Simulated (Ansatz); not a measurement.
Breaking a bond: CH, doublet.

Level of theory: full CI/cc-pVTZ, frozen core run with Ansatz (a quantum-chemistry and plane-wave program).

**Question.** Relative to R = 1.13 Å, what are the energies at R = 0.90, 1.20, 1.86, 3.93 Å?

**Answer.** 1.096 eV at 0.90 Å, 0.070 eV at 1.20 Å, 2.197 eV at 1.86 Å, 3.534 eV at 3.93 Å.
